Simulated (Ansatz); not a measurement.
Species: HOCl, charge 1, doublet. HOCl+ (parent SMILES ClO, doublet).
B3LYP-D3(BJ)/def2-TZVP minimum from Ansatz (a program for electronic structure):
```
O
H 1 0.9943
Cl 1 1.5802 2 110.10
```
Charge +1, spin multiplicity 2.

Hartree-Fock and CCSD(T) correlation energies in hartree (Ansatz). Open shells are spin-unrestricted; no spin-orbit coupling. Cores are frozen in correlated methods. No relativity.

```tsv
basis	X	E(HF)	E(corr, CCSD(T))
cc-pV(T+d)Z	3	-534.54193	-0.45517
cc-pV(Q+d)Z	4	-534.55253	-0.48807
cc-pV(5+d)Z	5	-534.55488	withheld
```

### Question
Fit E(corr) = E∞ + A/X³ to X = 3 and 4, predict X = 5, and compare with the run.

### Answer
A = (-0.45517 - (-0.48807))/(1/27 - 1/64) = 1.5365; E∞ = -0.48807 - A/64 = -0.51208; at X = 5, E∞ + A/125 = -0.49979. The run gave -0.49964, 0.15 mEh above the prediction. The same form on X = 4 and 5 gives E∞ = -0.51178, 0.30 mEh above the first estimate.
